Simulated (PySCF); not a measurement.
C4H5O2 (doublet state).
SMILES with atom numbers: `[CH2:1][C:2](=[O:3])[C@H:4]1[CH2:5][O:6]1` (hydrogens: H7, H8 on C1; H9 on C4; H10, H11 on C5)

Cartesian coordinates in Å at the GFN2-xTB level; atoms count from 1:
```
atom  x, y, z in Å
C1     1.646    0.315   -0.289
C2     0.829   -0.419    0.605
O3     1.218   -0.855    1.689
C4    -0.597   -0.655    0.176
C5    -1.454    0.479   -0.205
O6    -0.950   -0.406   -1.153
H7     1.267    0.634   -1.243
H8     2.667    0.524   -0.022
H9    -1.067   -1.515    0.645
H10   -1.034    1.480   -0.218
H11   -2.519    0.422   -0.011
```

The hyperfine couplings belong to this conformer and change with its torsions.

Theory: UKS B3LYP, pcH-1 on C H O, non-relativistic, mean-field spin-orbit, GIAO (PySCF 2.14.0). Isolated species at its GFN2-xTB geometry (one conformer only). A GFN2-xTB geometry isn't a minimum of the functional, and hyperfine couplings can be far from their values at a DFT geometry. Stability of the SCF solution: not tested.

Largest spin populations (Mulliken): C1 (+0.87), O3 (+0.32) and C2 (-0.13). The positive populations add up to 1.20 and the negative ones to -0.20, together 2S = 1. The angles at C1 add up to 360.0°, so it is planar; its axial dipolar tensor and the negative couplings of its protons fit spin in a p orbital normal to that plane.

**Question.** Find Q in a(H) = Q·ρ(C) for the protons on the planar carbons that carry spin.

**Answer.** 
```
 H   C    ρ(C)  a(H) (G)  a/ρ (G)
H7  C1  +0.875    -18.98    -21.7
H8  C1  +0.875    -18.60    -21.3
```

These protons share one ρ (within 0.01), so their mean ratio, Q = -21.5 G, is no test of linearity. In every row coupling and population have opposite signs.

Couplings in gauss use g_iso = 2.0051.

The run took 24 s wall (with the writing of density and orbital grids) on Arm Neoverse V2, one thread, shared host with 96 logical CPUs at a one-minute load of 29, and the process peaked at 0.85 GiB of memory.
